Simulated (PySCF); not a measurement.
Isoyanoacetylene, C₃HN.
Geometry (GFN2-xTB, Å), atoms numbered from 1 in this order:
```
atom  x, y, z in Å
C1     2.1941   -0.0726   -0.9631
N2     1.1257   -0.0365   -0.4838
C3    -0.0554    0.0032    0.0461
C4    -1.1509    0.0395    0.5400
H5    -2.1047    0.0693    0.9725
```

Computed, not measured: delta-SCF UKS SCAN, pcX-2 on the ionised atom, pcseg-1 elsewhere, spin-free X2C in PySCF. Every row has its own mixed basis.

| ionised atom | basis functions | E(ground) (Eh) | E(ionised) (Eh) |
| --- | --- | --- | --- |
| C3 | 92 | -169.51334 | -158.73944 |
| C4 | 92 | -169.51174 | -158.79955 |
| N2 | 92 | -169.52057 | -154.53200 |

Problem. What are the 1s binding energies?

Solution. E(ionised) − E(ground), at 27.2114 eV a hartree:

```tsv
atom	environment	difference (Eh)	binding energy (eV)
C3	alkyne carbon	10.77390	293.17
C4	terminal alkyne carbon	10.71219	291.49
N2	isocyanide nitrogen	14.98857	407.86
```

Problem. How much do the ground-state energies differ, and what would follow from using one of them for all holes?

Solution. They run from -169.5206 Eh (core basis on N2) to -169.5117 Eh (on C4), 0.0089 Eh or 0.24 eV apart, though the state is the same; only basis and grid differ. Pairing the ion of C4 with the ground state of N2 would put its binding energy 0.24 eV too high.

Only 1s holes are shown. Spin contamination (⟨S²⟩ against 0.75 for a pure doublet) is marked for C 1s of C3 (0.87), which makes this value less certain. Geometry: GFN2-xTB; no solvent, vibrations or thermal averaging.

The run took 7.2 s wall on Arm Neoverse V1, one thread, no GPU, on a shared host.
